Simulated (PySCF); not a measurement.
Gas-phase reaction: HPO2 → PH + O2

Method: PySCF energies plus ideal-gas RRHO corrections (1 bar). † marks an energy on the PBE0/def2-TZVP geometry and frequencies. MP2 and CCSD(T) freeze the core. Open shells (unrestricted): PH (multiplicity 3), O2 (multiplicity 3); the rest are closed-shell singlets. HPO2: computed as isolated molecules; such fragments, hydroxides, amides, oligomers or adducts are transient or little studied in the gas. MP2 isn't extrapolated to the basis-set limit. CCSD(T) isn't extrapolated to the basis-set limit.

PBE0/def2-QZVP† gives ΔH°(298 K) = 647 kJ.

Problem. What do MP2/def2-TZVPP†, CCSD(T)/def2-TZVPP†, PBE/def2-TZVP† give?

Solution. MP2/def2-TZVPP†: 707 kJ; CCSD(T)/def2-TZVPP†: 664 kJ; PBE/def2-TZVP†: 645 kJ. For scale, ΔH°(298 K) is 647 kJ at this level, 691 kJ at ωB97M-V/def2-TZVP†, and runs from 424 to 999 kJ over the 20 levels computed.
